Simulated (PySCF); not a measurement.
Results of PBE0 (GTH pseudopotentials, Gaussian basis; PySCF) for diamond.

The same calculation (at the measured cell, 5.673 Å³/atom) with different numerical settings; throughout: k mesh 2×2×2:

```tsv
run	basis	gap on the mesh (eV)	total energy (eV/atom)	rough time
1	DZ	7.248	-153.4016	3 core-min
2	TZ	7.201	-153.4655	9 core-min
3	QZ	7.215	-153.4995	30 core-min
```

In the column total energy (eV/atom) the first row differs from the last by +0.0979 and the next to last by +0.0340.

The last row is no converged limit: other settings stay fixed.
